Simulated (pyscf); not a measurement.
Structures and frequencies: ωB97X-D3(BJ)/def2-SVP in PySCF. Correlated levels are frozen-core, on RHF or UHF. ΔMP2 is the change of the MP2 total energy from the triple- to the quadruple-zeta basis.

PBE/def2-TZVP puts the barrier of H₂N–CH₂–CH₂–AlH₂ → H₂N–AlH₂ + ethylene (H₂C=CH₂) (elimination; singlet surface; C–N, Al–C broken, Al–N formed) at 73.3 kJ/mol and the reaction energy at +45.1 kJ/mol, from the reactant's lowest minimum found. What do B3LYP-D3(BJ)/def2-TZVP, PBE0-D3(BJ)/def2-TZVP, CCSD(T)/def2-TZVPP + ΔMP2(QZVPP) give on the same structures?

B3LYP-D3(BJ): ΔE‡ = 75.8 kJ/mol, ΔE = +32.1 kJ/mol; PBE0-D3(BJ): ΔE‡ = 92.8 kJ/mol, ΔE = +67.4 kJ/mol; CCSD(T): ΔE‡ = 91.9 kJ/mol, ΔE = +38.5 kJ/mol. PBE's barrier lies under all of them, by 2.5 to 19.6 kJ/mol. Its reaction energy lies among theirs. On the product side the descent ends in a bound adduct (not fully relaxed), 37.4 kJ/mol under the separated species and 71.8 kJ/mol under the saddle at ωB97X-D3(BJ)/def2-TZVP. What is counted as formed (Al–N) is already present as a longer contact in the reactant adduct; forming that adduct is a step of its own. H₂N–CH₂–CH₂–AlH₂ is closed by a dative Al–N contact. H₂N–CH₂–CH₂–AlH₂ lies 149.8 kJ/mol over its isomer H₃C–Al(CH₃)–NH₂ (electronic energy, ωB97M-D3(BJ)/def2-TZVP). This is the saddle that the search found; another between the same sides may lie lower. The CCSD(T) − MP2 part came from Ansatz, without density fitting, on the same reference.
